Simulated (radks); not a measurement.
**Cl⁴⁺ in [Ne] 3s2 3p1: an all-electron calculation**

One table from this session's results is given with a row withheld; the runs are named, their logs left out.

Program: radks (a radial shooting solver on a logarithmic mesh, Libxc functionals) version 1. Level of theory: non-relativistic Kohn-Sham, MS2 meta-GGA, spin-polarised, spherical densities, point nucleus; open shells are filled with parallel spins first. These are calculated values, not measurements, unless marked.

### The atom as given

| Item | Value |
| --- | --- |
| element | chlorine (Z = 17) |
| charge | +4 |
| electrons | 13 |
| configuration | [Ne] 3s2 3p1 |

The outer shells:

Cl⁴⁺
```
[Ne] core
3s [↑↓]
3p [↑ ][  ][  ]
```

The first run:

The run's settings:

```text
Z 17
configuration [Ne] 3s2 3p1
relativity non-relativistic
functional ms2,regtpss
spin polarised
nucleus point
```

Started as:

```bash
$ python run_ks.py task.json out
```

This one command runs every case of the session in turn.

One table of the session follows, with a row left open; its other results are not shown here.

It belongs to the step «Radial structure». Sizes of the orbitals, from the radial functions (bohr):

```
  level      <r>  outermost maximum (interpolated)  90 % within  nodes
  1s up  0.09129                            0.0599        0.163      0
1s down        ?                                 ?            ?      ?
  2s up   0.4420                             0.362        0.689      1
2s down   0.4421                             0.362        0.689      1
  2p up   0.4050                             0.303        0.670      0
2p down   0.4051                             0.303        0.670      0
  3s up    1.359                              1.21         1.99      2
3s down    1.362                              1.21         2.00      2
  3p up    1.447                              1.27         2.16      1
3p down    1.460                              1.27         2.19      1
```

Estimate the missing values for 1s down.

As computed: <r>: 0.09128; outermost maximum (interpolated): 0.0599; 90 % within: 0.163; nodes: 0. In the column «<r>» it is the lowest.

To keep in mind: Open shells are spherical and high-spin; term and fine-structure splittings are not resolved.
